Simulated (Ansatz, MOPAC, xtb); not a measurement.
Breaking a bond: CH6Si, SMILES C[SiH3]. The Si1–C5 bond (Si1 also carries H, H, H; C5 carries H, H, H) is varied alone, starting from the PBE0/def2-TZVP optimised geometry.

- PM6, restricted, heats of formation (MOPAC)
- GFN1-xTB (xtb)
- RKS-PBE = restricted PBE/cc-pVDZ in Ansatz (a quantum-chemistry and plane-wave program)
- UCCSD(T) = CCSD(T) on UHF/cc-pVDZ, frozen core run with Ansatz

Energies relative to the lowest point of each curve near equilibrium, in mEh:

```json
[
 {"R / Å": "1.54", "PM6": "63.4", "GFN1-xTB": "85.1", "RKS-PBE": "71.8"},
 {"R / Å": "1.66", "PM6": "21.8", "GFN1-xTB": "28.7", "RKS-PBE": "25.8"},
 {"R / Å": "1.82", "PM6": "0.7", "GFN1-xTB": "2.0", "RKS-PBE": "1.9"},
 {"R / Å": "1.93", "PM6": "1.7", "GFN1-xTB": "0.1", "RKS-PBE": "0.0"},
 {"R / Å": "2.02", "PM6": "8.3", "GFN1-xTB": "4.1", "RKS-PBE": "3.6"},
 {"R / Å": "2.10", "PM6": "16.9", "GFN1-xTB": "10.2", "RKS-PBE": "9.3"},
 {"R / Å": "2.49", "PM6": "73.6", "GFN1-xTB": "55.4", "RKS-PBE": "50.5"},
 {"R / Å": "2.71", "PM6": "106.2", "GFN1-xTB": "83.6", "RKS-PBE": "74.8"},
 {"R / Å": "3.43", "PM6": "187.9", "GFN1-xTB": "156.4", "RKS-PBE": "135.6"},
 {"R / Å": "3.96", "PM6": "223.2", "GFN1-xTB": "183.9", "RKS-PBE": "162.0"},
 {"R / Å": "4.57", "PM6": "246.6", "GFN1-xTB": "196.8", "RKS-PBE": "179.5"},
 {"R / Å": "5.45", "PM6": "264.0", "GFN1-xTB": "200.7", "RKS-PBE": "191.0"}
]
```

Estimate the UCCSD(T) values at these points.

1.54: 75.2; 1.66: 27.0; 1.82: 2.0; 1.93: 0.0; 2.02: 3.8; 2.10: 9.8; 2.49: 52.9; 2.71: 78.7; 3.43: 136.2; 3.96: 145.9; 4.57: 147.9; 5.45: 148.5 (mEh).

The restricted form behind PM6, RKS-PBE keeps the bonding electrons paired and can't separate into open-shell fragments. The unrestricted determinant behind UCCSD(T) is spin-contaminated at 2.71 to 5.45 Å (<S²> up to 1.0, against 0.00 for a pure singlet).
